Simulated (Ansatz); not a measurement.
**CH4Si (SMILES [CH][SiH3]): levels of theory compared**

Wanted: a comparison of 6 runs (UHF/STO-3G, U-revPBE/STO-3G, UHSE06/STO-3G, RPA@PBE/STO-3G, UMP2/STO-3G, UCCSDT/STO-3G) of CH4Si. 

Program for the calculation: Ansatz 0.2.0.

40 further runs of the same task are left out: 40 set aside as unsound or not needed.

## Step 1: The molecule

The species is CH4Si (6 atoms), meant as a triplet with charge 0. SMILES: `[CH][SiH3]`. The H3–C1 distance was set to 1.606 Å, away from the relaxed value. At this shape a bond of the SMILES string is far longer than usual.

Bond lengths: C1–Si2 1.808 Å, Si2–H4 1.473 Å, Si2–H5 1.473 Å, Si2–H6 1.464 Å. Angles: C1–Si2–H4 110.4°, C1–Si2–H5 110.4°, C1–Si2–H6 109.0°, H4–Si2–H5 108.7°, H4–Si2–H6 109.2°, H5–Si2–H6 109.2°. A long bond or contact: C1–H3 1.606 Å.

## Step 2: The energy at UHF/STO-3G (run 1)

molecule.yaml reads:

```yaml
crystal:
  periodic: [false, false, false]
  atoms:
    - {symbol: C, position_ang: [0.432014, -0.371498, 0.736410]}
    - {symbol: Si, position_ang: [-0.494196, 0.884972, -0.176780]}
    - {symbol: H, position_ang: [1.137890, -1.813490, 0.730980]}
    - {symbol: H, position_ang: [-1.779416, 0.337472, -0.642810]}
    - {symbol: H, position_ang: [0.276154, 1.341642, -1.345710]}
    - {symbol: H, position_ang: [-0.748916, 2.024262, 0.706980]}
basis:
  gaussian: {orbitals: STO-3G}
magnetization: {spin_polarized: true, initial_magnetization: 2}
hamiltonian: {xc: hf}
accuracy: high
```

Launch:

```sh
$ ansatz run molecule.yaml --threads 1 --pin off --max-ram 2610MiB --events-out events.jsonl --progress --plain --runs-dir runs
```

Output:

```text
Warning: RAYON_NUM_THREADS=1 ignored (pool sized by the plan → 1); use --threads N
Functional definition: HF
  name "HF"
  exchange = exact_x
  correlation = 0
311 factors; integrals over basis functions are off by at most 1.5e-8 eV
mean field evaluation 1: about -8845.3491 eV, gradient 9.1e0 eV
mean field evaluation 2: about -8845.3603 eV, gradient 9.0e0 eV
mean field evaluation 4: about -8846.6619 eV, gradient 1.7e0 eV
mean field evaluation 8: about -8847.1216 eV, gradient 4.7e-1 eV
mean field evaluation 16: about -8847.1192 eV, gradient 3.5e-6 eV
mean field -8847.11920184 eV, -325.1256338750 hartree, gradient 5.9e-8 eV, S^2 2.330110; 0 other end points of the search recorded, 0 dependent functions left out
reference -8847.11920184 eV, -325.1256338750 hartree; 13, 11 occupied and 5, 7 virtual orbitals, 311 factors
Total energy: -8847.11920184 eV, -325.1256338750 hartree
```

Wall time 0.12 s (1 thread of Arm Neoverse V1, shared host).

## Step 3: A single-point energy at U-revPBE/STO-3G (run 2)

input.yaml reads:

```yaml
crystal:
  periodic: [false, false, false]
  atoms:
    - {symbol: C, position_ang: [0.432014, -0.371498, 0.736410]}
    - {symbol: Si, position_ang: [-0.494196, 0.884972, -0.176780]}
    - {symbol: H, position_ang: [1.137890, -1.813490, 0.730980]}
    - {symbol: H, position_ang: [-1.779416, 0.337472, -0.642810]}
    - {symbol: H, position_ang: [0.276154, 1.341642, -1.345710]}
    - {symbol: H, position_ang: [-0.748916, 2.024262, 0.706980]}
basis:
  gaussian:
    orbitals: STO-3G
magnetization:
  spin_polarized: true
  initial_magnetization: 2
hamiltonian:
  xc: {name: revPBE}
accuracy: high
```

Launch:

```sh
$ ansatz run input.yaml --threads 1 --pin off --max-ram 2610MiB --events-out events.jsonl --progress --plain --runs-dir runs
```

Output:

```text
Warning: RAYON_NUM_THREADS=1 ignored (pool sized by the plan → 1); use --threads N
Functional definition: revPBE
  name "revPBE"
  parameter kappa = 1.245
  parameter beta = 0.06672455060314922
  exchange = pbe_x(kappa = kappa, mu = beta*pi^2/3)
  correlation = pbe_c(beta = beta)
311 factors; integrals over basis functions are off by at most 1.5e-8 eV
mean field evaluation 1: about -8865.8279 eV, gradient 1.3e1 eV
mean field evaluation 2: about -8866.2372 eV, gradient 1.1e1 eV
mean field evaluation 4: about -8867.0825 eV, gradient 1.0e0 eV
mean field evaluation 8: about -8866.9996 eV, gradient 1.9e-2 eV
mean field evaluation 16: about -8866.9996 eV, gradient 1.3e-6 eV
mean field -8866.99961594 eV, -325.8562256178 hartree, gradient 1.5e-8 eV, S^2 2.018155; 0 other end points of the search recorded, 0 dependent functions left out
reference -8866.99961835 eV, -325.8562257060 hartree; 13, 11 occupied and 5, 7 virtual orbitals, 311 factors
Total energy: -8866.99961835 eV, -325.8562257060 hartree
```

Run time: 1.9 s. Hardware: 1 thread of Arm Neoverse V1, shared host; peak memory 0.12 GiB.

## Step 4: The energy at UHSE06/STO-3G (run 3)

job.yaml reads:

```yaml
crystal:
  periodic: [false, false, false]
  atoms:
    - symbol: C
      position_ang: [0.432014, -0.371498, 0.736410]
    - symbol: Si
      position_ang: [-0.494196, 0.884972, -0.176780]
    - symbol: H
      position_ang: [1.137890, -1.813490, 0.730980]
    - symbol: H
      position_ang: [-1.779416, 0.337472, -0.642810]
    - symbol: H
      position_ang: [0.276154, 1.341642, -1.345710]
    - symbol: H
      position_ang: [-0.748916, 2.024262, 0.706980]
basis:
  gaussian: {orbitals: STO-3G}
magnetization: {spin_polarized: true, initial_magnetization: 2}
hamiltonian: {xc: {name: HSE06}}
accuracy: high
```

Launch:

```sh
$ ansatz run job.yaml --threads 1 --pin off --max-ram 2610MiB --events-out events.jsonl --progress --plain --runs-dir runs
```

Output:

```text
Warning: RAYON_NUM_THREADS=1 ignored (pool sized by the plan → 1); use --threads N
Functional definition: HSE06
  name "HSE06"
  parameter a = 0.25
  parameter omega = 0.11/bohr
  exchange = pbe_x - a*pbe_x_sr(omega) + a*exact_x_sr(omega)
  correlation = pbe_c
311 factors; integrals over basis functions are off by at most 1.5e-8 eV
60 factors; integrals over basis functions are off by at most 8.7e-10 eV
mean field evaluation 1: about -8862.9164 eV, gradient 1.1e1 eV
mean field evaluation 2: about -8863.6035 eV, gradient 6.7e0 eV
mean field evaluation 4: about -8863.9383 eV, gradient 7.1e-1 eV
mean field evaluation 8: about -8863.8763 eV, gradient 2.3e-2 eV
mean field evaluation 16: about -8863.8763 eV, gradient 9.6e-6 eV
mean field -8863.87626211 eV, -325.7414444816 hartree, gradient 4.6e-8 eV, S^2 2.029735; 0 other end points of the search recorded, 0 dependent functions left out
reference -8863.87626405 eV, -325.7414445528 hartree; 13, 11 occupied and 5, 7 virtual orbitals, 311 factors
Total energy: -8863.87626405 eV, -325.7414445528 hartree
```

Run time: 2.7 s. Hardware: 1 thread of Arm Neoverse V1, shared host; peak memory 0.13 GiB.

Runs 4 to 5 aren't shown in full; the table further down has their settings and results.

## Step 5: The energy at UCCSDT/STO-3G (run 6)

job.yaml reads:

```yaml
crystal:
  periodic: [false, false, false]
  atoms:
    - {symbol: C, position_ang: [0.432014, -0.371498, 0.736410]}
    - {symbol: Si, position_ang: [-0.494196, 0.884972, -0.176780]}
    - {symbol: H, position_ang: [1.137890, -1.813490, 0.730980]}
    - {symbol: H, position_ang: [-1.779416, 0.337472, -0.642810]}
    - {symbol: H, position_ang: [0.276154, 1.341642, -1.345710]}
    - {symbol: H, position_ang: [-0.748916, 2.024262, 0.706980]}
basis:
  gaussian: {orbitals: STO-3G}
magnetization: {spin_polarized: true, initial_magnetization: 2}
accuracy: high
scf: {omitted_lower_state_checks: [cluster_reference, increment]}
correlation: {method: ccsdt, frozen_orbitals: {C: 1, H: 0, Si: 5}}
```

Launch:

```sh
$ ansatz run job.yaml --threads 1 --pin off --max-ram 2610MiB --events-out events.jsonl --progress --plain --runs-dir runs
```

Output (excerpt; [...] marks lines left out):

```text
Warning: RAYON_NUM_THREADS=1 ignored (pool sized by the plan → 1); use --threads N
[... 2 set-up lines as earlier in the session ...]
[...]
311 factors; integrals over basis functions are off by at most 1.5e-8 eV
[...]
mean field -8847.11920184 eV, -325.1256338750 hartree, gradient 5.9e-8 eV, S^2 2.330110; 0 other end points of the search recorded, 0 dependent functions left out
6 core orbitals not correlated: weight in the atoms' cores, before any rotation towards them, 1.000 or more for the frozen orbitals, at most 0.000 for the correlated occupied ones
reference -8847.11920184 eV, -325.1256338750 hartree; 7, 5 occupied and 5, 7 virtual orbitals, 311 factors
second order -1.65081247 eV of doubles, -0.00000000 eV of singles
cycle   1  -2.21699083 eV  change   -5.7e-1 eV  update   7.7e-2
[...]
cycle  32  -3.03077848 eV  change  -1.2e-10 eV  update   1.4e-9
Total energy: -8850.14998033 eV, -325.2370129299 hartree
Checks for a lower state left out: cluster_reference, increment
```

Run time: 0.81 s. Hardware: 1 thread of Arm Neoverse V1, shared host.

## Step 6: Overview of the runs

```tsv
run	level	frozen core orbitals	energy (Eh)	⟨S²⟩	wall time
1	UHF/STO-3G	–	-325.125634	2.330	0.12 s
2	U-revPBE/STO-3G	–	-325.856226	2.018	1.9 s
3	UHSE06/STO-3G	–	-325.741445	2.030	2.7 s
4	RPA@PBE/STO-3G	6	-325.284331	2.017	2.2 s
5	UMP2/STO-3G	6	-325.186300	2.330	0.12 s
6	UCCSDT/STO-3G	6	-325.237013	2.330	0.81 s
```

## Step 7: Results

| quantity | value |
| --- | --- |
| run 6: total energy | -325.23701 Eh |
| run 6: correlation energy (6 core orbitals frozen) | -111.4 mEh |
| run 6: ⟨S²⟩ of the reference determinant | 2.330 |
| run 6: T1 diagnostic | 0.046 |

Below the UHF energy at the same shape and in the same basis (STO-3G): UMP2 -60.7 mEh; UCCSDT -111.4 mEh. Totals of different functionals can't be ranked against each other. In runs 1, 2, 3, 4, 5, 6 the basis is minimal, so the values are rough. Spin contamination of the reference: run 1 ⟨S²⟩ = 2.33, run 5 ⟨S²⟩ = 2.33, run 6 ⟨S²⟩ = 2.33. All runs together took 7.8 s, the longest 2.7 s.
